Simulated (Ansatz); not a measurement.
Predict the output of the script below (Ansatz 0.2.0 through its Python package).

`ch4os2.py`
```python
from dataclasses import dataclass

import ansatz
from ase import Atoms


@dataclass(frozen=True)
class Options:
    basis: str = 'def2-SVP'
    xc: str = 'b3lyp'
    dispersion: str = 'd3bj'
    fmax: float = 0.02


cfg = Options()


def main() -> None:
    atoms = Atoms(['O', 'C', 'S', 'S', 'H', 'H', 'H', 'H'], positions=[
        [-0.3818, 1.4441, -0.7661],
        [0.0479, 0.4343, 0.0294],
        [1.0506, -0.665, -0.9677],
        [-1.2599, -0.4617, 0.7366],
        [-0.9459, 1.0303, -1.4825],
        [0.651, 0.884, 0.8351],
        [1.4852, -1.4515, 0.0661],
        [-0.5548, -1.2717, 1.4934],
    ])

    first = (
        ansatz.Crystal.molecule_from_ase(atoms).calculation()
        .basis(gaussian=cfg.basis)
        .functional(cfg.xc, dispersion=cfg.dispersion)
        .relax(force_tolerance=cfg.fmax, max_steps=80)
    )
    atoms.positions = first.run(threads=1, backend='cpu').report['positions_ang']

    rows = []
    for angle in [85, 95, 105, 115, 125, 140, 160]:
        bent = atoms.copy()
        bent.set_angle(1, 0, 4, angle, indices=[4])
        job = (
            ansatz.Crystal.molecule_from_ase(bent).calculation()
            .basis(gaussian=cfg.basis)
            .functional(cfg.xc, dispersion=cfg.dispersion)
        )
        rows.append((angle, job.run(threads=1, backend='cpu').report['free_energy_ev']))
    floor = min(e for _, e in rows)
    for angle, e in rows:
        print(f'angle C1-O0-H4 = {angle:3d} deg   {1000 * (e - floor):9.1f} meV')


if __name__ == '__main__':
    main()
```

Output of `python ch4os2.py`:
```text
angle C1-O0-H4 =  85 deg       494.0 meV
angle C1-O0-H4 =  95 deg       145.4 meV
angle C1-O0-H4 = 105 deg         0.0 meV
angle C1-O0-H4 = 115 deg        20.1 meV
angle C1-O0-H4 = 125 deg       167.6 meV
angle C1-O0-H4 = 140 deg       542.0 meV
angle C1-O0-H4 = 160 deg      1093.6 meV
```

Caveats:
- The settings weren't tested for convergence.
- The scan is rigid, and the energies are electronic, in a modest basis. The zero is the lowest point of the grid, which needn't be the minimum.
- b3lyp holds the VWN-RPA fit, as in Gaussian; the form of ORCA and Turbomole is b3lyp5.
- Wall time of the script: 66 s on 1 thread of Arm Neoverse V2 (shared host), peak memory 0.24 GiB.
